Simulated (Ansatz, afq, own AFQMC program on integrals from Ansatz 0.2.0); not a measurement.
## BH$_{2}$O, doublet: AFQMC among the cluster methods

```yaml
atoms:
  - { symbol: B, position_ang: [0.0000, -0.2384, 0.7416] }
  - { symbol: O, position_ang: [0.0000, 0.1607, -0.5303] }
  - { symbol: H, position_ang: [0.0000, 0.5590, 1.6392] }
  - { symbol: H, position_ang: [0.0000, -0.5526, -1.1750] }
```

Connectivity, by distances: BH–OH.

Basis cc-pVDZ. Only valence electrons are correlated. AFQMC by an in-house program on the Cholesky factors that Ansatz 0.2.0 writes for its CCSD(T) run. ph-AFQMC/CISD is guided by a CISD state made of CCSD amplitudes; releasing the constraint for a short imaginary time cuts its bias at the price of noise, slowly where states lie close. Free projection: walkers drawn from exp(T), propagated without any constraint. Its projection time is finite, and what remains of the start isn't in its error. ± is one standard error of the sampling.

Determinant: UHF, the one that the program's search chose, which needn't be the lowest solution. The geometry is a PBE0/def2-TZVP stationary point of this or a neighbouring charge and spin state.

No full CI on the walks' own integrals is used here; CCSDT(Q) serves as the reference and is uncertain by about the last step of the cluster series.

Cautions: the released energies move by 1.5 errors or more from one time to the next, so no released level is given (meV from the phaseless value at times in 1/Eh: -1 ± 3 at 0.24, -3 ± 3 at 0.51, -3 ± 3 at 0.99, 9 ± 4 at 1.62, -7 ± 4 at 2.40), though the last usable value meets CCSDT(Q) within the noise.

- T1 diagnostic: 0.0176
- weight of the determinant in the CISD state: 0.910
- ⟨S²⟩ of the determinant: 0.753
- size of the correlated space: 11 electrons in 36 orbitals

```tsv
level	correlation energy (eV)
MP2	-6.9187
CCSD	-7.3881
CCSD(T)	-7.5618
```

Estimate where phaseless AFQMC with the Hartree–Fock trial lies against CCSD(T) on the same integrals.

3.85 ± 0.99 mEh below CCSD(T).

Reference: CCSDT(Q), correlation energy -7.594 eV.

```
        level  E − E(reference) (mEh)  share of correlation (%)
      CCSD(T)                    1.18                     99.58
        CCSDT                    0.63                     99.77
  ph-AFQMC/HF            -2.67 ± 0.99                    100.96
ph-AFQMC/CISD             0.04 ± 0.14                     99.98
   free AFQMC             0.12 ± 0.15                     99.96
```

Free projections are given only where their last times agree within the noise and don't stop above the reference; a slow remainder of the start can still hide under it. A walk keeps the symmetry of its determinant, which the program's search chose and which needn't be the lowest solution, so a lower state of the same spin and another symmetry isn't excluded.
